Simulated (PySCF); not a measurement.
Methanimine, CH3N.
Atom-mapped SMILES: `[CH2:1]=[NH:2]` (hydrogens: H3, H4 on C1; H5 on N2)

Geometry (GFN2-xTB, Å), atoms numbered from 1 in this order:
```xyz
5
CH3N angstrom
C     -0.388    0.008   -0.175
N      0.736   -0.533   -0.221
H     -0.615    1.061   -0.375
H     -1.235   -0.614    0.087
H      1.511    0.081   -0.472
```

Method: TDDFT CAM-B3LYP/def2-SVPD, vertical, gas phase, core orbitals frozen in the response (PySCF).

Ground-to-excited transition dipoles (e·a0, same axes as the geometry; the sign carries no meaning), for the states with f of 0.002 or more among the lowest 8:

```tsv
state	E (eV)	μx	μy	μz
S1	5.017	-0.018	-0.028	-0.125
S2	7.245	-0.147	-0.017	0.025
S3	8.248	0.340	0.443	-0.148
S4	8.924	-0.935	0.360	0.058
S5	9.190	0.068	0.101	0.458
S6	9.512	-0.761	0.699	-0.042
S8	10.211	-0.013	-0.020	-0.089
```

Work out the oscillator strengths.

f = (2/3) ΔE |μ|² with ΔE in hartree (27.2114 eV).

```json
{"state": "S1", "|μ|² (au)": "0.017", "|μ| (D)": "0.33", "f": "0.002"}
{"state": "S2", "|μ|² (au)": "0.023", "|μ| (D)": "0.38", "f": "0.004"}
{"state": "S3", "|μ|² (au)": "0.334", "|μ| (D)": "1.47", "f": "0.068"}
{"state": "S4", "|μ|² (au)": "1.007", "|μ| (D)": "2.55", "f": "0.220"}
{"state": "S5", "|μ|² (au)": "0.224", "|μ| (D)": "1.20", "f": "0.051"}
{"state": "S6", "|μ|² (au)": "1.068", "|μ| (D)": "2.63", "f": "0.249"}
{"state": "S8", "|μ|² (au)": "0.009", "|μ| (D)": "0.23", "f": "0.002"}
```

Label these states by symmetry in Cs.

The ground state is totally symmetric, so the direction of μ fixes the label. Polarised normal to the mirror plane, so A″: S1, S5 and S8. Polarised in the mirror plane, so A′: S2, S3, S4 and S6.

What angle do the transition dipoles of S3 and S4 make?

|cos θ| = |μa·μb| / (|μa| |μb|) = 0.29, so θ ≈ 73° (taken between 0 and 90°, since the signs are arbitrary).

How is the summed strength of these states shared among x, y and z?

(2/3) Σ ΔE μα² gives 0.354 for x, 0.184 for y and 0.057 for z, 0.596 in all.

What peak molar absorption coefficient would the strongest computed level give as a lone Gaussian band 0.5 eV wide at half height?

ε(max) = 2.175×10⁸ f / FWHM, with the width in cm⁻¹. S6: 2.175×10⁸ × 0.2490 / 4033 ≈ 13000 L mol⁻¹ cm⁻¹.
